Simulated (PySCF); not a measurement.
Can point charges reproduce the dipole moment of `CCCN1CC1`?

Coordinates (GFN2-xTB, Å) and charges (e) from the PBE0/pcSseg-1 density (PySCF):

| atom | x | y | z | Mulliken | IAO | Hirshfeld | ESP-fitted |
| --- | --- | --- | --- | --- | --- | --- | --- |
| C1 | 2.549 | 0.139 | 0.195 | -0.2737 | -0.4193 | -0.1168 | -0.4493 |
| C2 | 1.161 | -0.163 | 0.743 | -0.2686 | -0.2490 | -0.0698 | +0.1569 |
| C3 | 0.124 | -0.270 | -0.373 | -0.0274 | -0.1409 | -0.0225 | -0.0171 |
| N4 | -1.166 | -0.611 | 0.181 | -0.4738 | -0.2747 | -0.1214 | -0.3520 |
| C5 | -2.000 | 0.461 | 0.656 | -0.1094 | -0.1965 | -0.0516 | -0.3782 |
| C6 | -2.344 | -0.280 | -0.576 | -0.0990 | -0.1941 | -0.0518 | -0.0905 |
| H7 | 2.551 | 1.084 | -0.344 | +0.1052 | +0.1346 | +0.0371 | +0.0968 |
| H8 | 3.272 | 0.205 | 1.005 | +0.1172 | +0.1433 | +0.0418 | +0.1162 |
| H9 | 2.869 | -0.644 | -0.488 | +0.1082 | +0.1360 | +0.0388 | +0.1083 |
| H10 | 1.172 | -1.102 | 1.297 | +0.1234 | +0.1413 | +0.0372 | +0.0046 |
| H11 | 0.857 | 0.626 | 1.435 | +0.1152 | +0.1298 | +0.0345 | +0.0344 |
| H12 | 0.093 | 0.678 | -0.940 | +0.0803 | +0.0922 | +0.0256 | +0.0679 |
| H13 | 0.406 | -1.070 | -1.064 | +0.1174 | +0.1377 | +0.0394 | +0.0934 |
| H14 | -2.541 | 0.262 | 1.571 | +0.1302 | +0.1515 | +0.0473 | +0.1976 |
| H15 | -1.648 | 1.483 | 0.551 | +0.1128 | +0.1277 | +0.0423 | +0.1816 |
| H16 | -3.133 | -1.019 | -0.557 | +0.1291 | +0.1510 | +0.0471 | +0.1319 |
| H17 | -2.228 | 0.233 | -1.527 | +0.1128 | +0.1293 | +0.0427 | +0.0975 |

Compute μ = Σ q r for each scheme (1 e·Å = 4.803 D) and compare with the dipole of the full density.

The full density gives (0.03, 0.99, -0.52) D, 1.12 D in size; dipole vectors point from the negative to the positive end.

```tsv
scheme	μx	μy	μz	size (D)	share of the full size (%)	angle to the full dipole (°)
Mulliken	0.38	1.48	-0.80	1.73	155	11
IAO	-0.10	0.89	-0.42	0.99	88	8
Hirshfeld	-0.07	0.40	-0.21	0.45	41	10
ESP-fitted	-0.01	1.03	-0.55	1.16	104	2
```

Which set comes closest?

Length of the difference vector: ESP-fitted 0.06 D, IAO 0.19 D, Mulliken 0.67 D, Hirshfeld 0.67 D. Closest: ESP-fitted. ESP charges are fitted to the potential around the molecule, whose slowest-falling term is the dipole's. 

What is left for the Hirshfeld atoms' own dipoles?

The Hirshfeld atoms' densities add up to the full density, so μ = Σ q r + Σ (atomic dipoles). The atomic dipoles sum to (0.03, 0.99, -0.52) − (-0.07, 0.40, -0.21) = (0.10, 0.59, -0.31) D, 0.67 D in size.

With the origin at the mean of the coordinates, (0.000, 0.001, 0.104) Å, which are the largest single terms, by size, of the Mulliken dipole along the direction of the full one?

N4 +1.39, H10 -0.89, H7 +0.63, H15 +0.57, C2 +0.53 D; all 17 atoms together +1.70 D. The single terms depend on the origin, their sum doesn't.

Give the size of the full dipole in other units.

1.12 D = 0.439 au = 0.232 e·Å = 3.72 × 10⁻³⁰ C·m.

The structure is a single GFN2-xTB conformer in the gas phase; no vibrational or solvent corrections.

Shape of the structure used: `[CH3:1][CH2:2][CH2:3][N:4]1[CH2:5][CH2:6]1`: C1–C2–C3–N4 178°, C2–C3–N4–C5 86°.
